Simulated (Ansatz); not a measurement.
# AlN₂ (sextet): wave-function methods side by side, def2-QZVPP

One table from this session's results is given with a row withheld; the runs are named, their logs left out.

Program: Ansatz 0.2.0, Gaussian basis. Level of theory: def2-QZVPP, core rule «outside noble gas», up to 7 orbitals frozen. These are calculated values, not measurements.

Plan: UHF; ROHF; CCSD(T) on UHF.

### What is computed

The geometry is a PBE0/def2-TZVP stationary point (not a proven minimum) of the parent state, kept for this charge and spin.

3 atoms, charge 0, spin multiplicity 6.

Atoms are counted from 1 here; the program's logs count them from 0.

Bond lengths: N1–Al2 1.795 Å, Al2–N3 1.795 Å. Angles: N1–Al2–N3 180.0°.

The first run:

Input file in.yaml:

```yaml
crystal:
  periodic: [false, false, false]
  atoms:
    - {symbol: N, position_ang: [0.000000, 0.000000, 1.795300]}
    - {symbol: Al, position_ang: [0.000000, 0.000000, 0.000000]}
    - {symbol: N, position_ang: [0.000000, 0.000000, -1.795300]}
basis:
  gaussian: {orbitals: "def2-QZVPP.json"}
magnetization: {spin_polarized: true, initial_magnetization: 5}
hamiltonian: {xc: hf}
output: {orbitals: {seedname: orbitals}}
```

Run with:

```
ansatz run in.yaml --threads 1 --pin off --events-out ev --progress --plain --max-ram 2393MiB
```

Among the steps run: UHF; ROHF; CCSD(T) on UHF.

One table of the session follows, with a row left open; its other results are not shown here.

| method | from UCCSD(T) (meV) |
| --- | --- |
| ROHF | +10634.4 |
| UHF | ? |
| UMP2 | +1337.3 |
| UCCSD | +405.5 |
| UCCSD(T) | 0 |

**Question.** Estimate the row for UHF.

**Answer.** from UCCSD(T) (meV): +10284.4. In the column «from UCCSD(T) (meV)» it lies between UMP2 (+1337.3) and ROHF (+10634.4).
